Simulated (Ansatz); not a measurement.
# S2F2: a ladder of functionals and wavefunction methods

Aim: compute S2F2 with functionals from several rungs and with coupled cluster, and see how far each lands from CCSD(T) at the basis-set limit for the atomisation energy.

The runs use Ansatz 0.2.0, Gaussian basis; functionals in def2-TZVPP, the program's frozen cores in correlated methods.

The runs, in order: LDA (SPW92), PBE-D4, revPBE-D4, BLYP-D4, r2SCAN-D4, B97M-V, PBE0-D4, B3LYP-D4, r2SCANh-D4, r2SCAN0-D4, HSE06-D4, BHLYP-D4, CAM-B3LYP-D4, LC-ωPBE, ωB97X-V, ωB97M-V, B2PLYP, PBE-QIDH; CCSD(T)/def2-SVP; CCSD(T)/def2-TZVPP; CCSD(T)/def2-QZVPP; extrapolation to the limit; RPA on PBE.

## Step 1: Structure used throughout

The geometry comes from an earlier relaxation with PBE0-D4 in a triple-zeta def2 set; it is a stationary point.

SMILES `FSSF`, 4 atoms, charge 0, spin multiplicity 1.

Atoms are counted from 1 here; the program's logs count them from 0.

Bond lengths: F1–S2 1.631 Å, S2–S3 1.890 Å, S3–F4 1.631 Å. Angles: F1–S2–S3 108.6°, S2–S3–F4 108.6°.

## Step 2: LDA

This LDA is Slater exchange with PW92 correlation.

Input file in.yaml:

```yaml
crystal:
  periodic: [false, false, false]
  atoms:
    - {symbol: F, position_ang: [-1.784062, -0.198740, -0.621120]}
    - {symbol: S, position_ang: [-0.467414, 0.764627, -0.631879]}
    - {symbol: S, position_ang: [1.044718, -0.276866, -0.185188]}
    - {symbol: F, position_ang: [1.206747, -0.289009, 1.438186]}
basis:
  gaussian: {orbitals: def2-TZVPP}
hamiltonian: {xc: lda}
output: {orbitals: {seedname: orbitals}}
```

Started as:

```sh
$ ansatz run in.yaml --threads 4 --pin off --events-out ev --progress --plain --max-ram 10444MiB
```

Further steps of the session: PBE-D4 (GGA); revPBE-D4 (GGA); BLYP-D4 (GGA); r2SCAN-D4 (meta-GGA); B97M-V (meta-GGA); B3LYP-D4 (hybrid); r2SCANh-D4 (hybrid); r2SCAN0-D4 (hybrid); HSE06-D4 (hybrid); BHLYP-D4 (hybrid); CAM-B3LYP-D4 (range-separated); LC-ωPBE (range-separated); ωB97X-V (range-separated); ωB97M-V (range-separated); B2PLYP (double hybrid); PBE-QIDH (double hybrid); CCSD(T) in def2-SVP; CCSD(T) in def2-TZVPP; CCSD(T) in def2-QZVPP; RPA on PBE orbitals.

Before running them: what should the planned runs give, taken together? Wanted: atomisation energy, CCSD(T)/CBS; farthest beyond LDA; mean size of error, GGA; mean size of error, meta-GGA; mean size of error, hybrid; mean size of error, range-separated; mean size of error, double hybrid; gap, smallest and largest; T1 diagnostic.

The runs gave:

| quantity | value |
| --- | --- |
| atomisation energy, CCSD(T)/CBS | 1040.4 kJ/mol |
| functionals within 5.2 kJ/mol (0.5 %) | r2SCANh-D4 |
| farthest beyond LDA | BHLYP-D4 (-135.4 kJ/mol) |
| mean size of error, GGA | 76.4 kJ/mol |
| mean size of error, meta-GGA | 31.4 kJ/mol |
| mean size of error, hybrid | 36.2 kJ/mol |
| mean size of error, range-separated | 14.7 kJ/mol |
| mean size of error, double hybrid | 36.2 kJ/mol |
| gap, smallest and largest | 4.46 eV (LDA (SPW92)), 11.92 eV (LC-ωPBE) |
| T1 diagnostic | 0.0193 |
| triples share of the correlation energy | 4.0 % |

What this shows: LDA overbinds by 374.4 kJ/mol (36 %). PBE-D4 misses by +119.1 kJ/mol. Double hybrids carry the basis error of their MP2 part in triple zeta, and no dispersion term here, so their miss is partly the set-up's. Taken by rung, range-separated functionals do best (14.7 kJ/mol on average) and GGA ones worst beyond LDA (76.4 kJ/mol). RPA and LDA stand outside this count. Misses under about 5.2 kJ/mol are within the doubt on the reference itself, which lacks core-valence correlation, relativity and higher excitations. Hartree-Fock recovers 44 % of the binding; the rest is correlation. CCSD(T) in def2-SVP is off by -243.5 kJ/mol, which most functionals beat. Orbital gaps span 4.5 to 11.9 eV; exact exchange widens them.
